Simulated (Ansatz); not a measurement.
`[BH2][AlH][CH3]`, one more setting.

```yaml
crystal:
  periodic: [false, false, false]
  atoms:
    - {symbol: B, position_ang: [-1.018265, 0.948464, -1.467905]}
    - {symbol: Al, position_ang: [0.409747, 0.578717, 0.053711]}
    - {symbol: C, position_ang: [0.499923, -1.100868, 1.059714]}
    - {symbol: H, position_ang: [-0.826947, 0.683392, -2.624015]}
    - {symbol: H, position_ang: [-2.090519, 1.447237, -1.256135]}
    - {symbol: H, position_ang: [1.482963, 1.712110, 0.400573]}
    - {symbol: H, position_ang: [-0.322875, -1.788466, 0.853700]}
    - {symbol: H, position_ang: [1.435582, -1.622189, 0.826597]}
    - {symbol: H, position_ang: [0.518890, -0.904498, 2.136761]}
basis:
  gaussian: {orbitals: def2-TZVP}
hamiltonian: {xc: {name: B2PLYP}, pseudopotentials: {relativity: scalar}}
scf: {lower_state_search: full}
```

```sh
$ ansatz run in.yaml --threads 2 --pin off --events-out ev --progress --plain --max-ram 4352MiB
```

Output, abridged:

```
Functional definition: B2PLYP
917 factors; integrals over basis functions are off by at most 1.3e-3 eV
mean field evaluation 1: about -8406.1768 eV, gradient 4.2e1 eV
mean field evaluation 2: about -8406.1748 eV, gradient 4.2e1 eV
mean field evaluation 4: about -8410.3253 eV, gradient 2.7e0 eV
mean field evaluation 8: about -8410.3485 eV, gradient 2.2e-2 eV
mean field evaluation 16: about -8410.3485 eV, gradient 4.5e-6 eV
mean field -8410.34847708 eV, -309.0746057938 hartree, gradient 4.5e-6 eV, S^2 0.000000; 0 other end points of the search recorded, 0 dependent functions left out
7 core orbitals not correlated: weight in the atoms' cores, before any rotation towards them, 1.000 or more for the frozen orbitals, at most 0.000 for the correlated occupied ones
reference -8410.34866245 eV, -309.0746126059 hartree; 8, 8 occupied and 120, 120 virtual orbitals, 917 factors
second order -11.45075004 eV of doubles, -0.00000000 eV of singles
Total energy: -8413.44036496 eV, -309.1882305775 hartree
Relativity: scalar
```

It took 2.7 s on 2 threads of an Arm Neoverse V1 on a shared host, with 0.35 GiB of host memory at the peak.
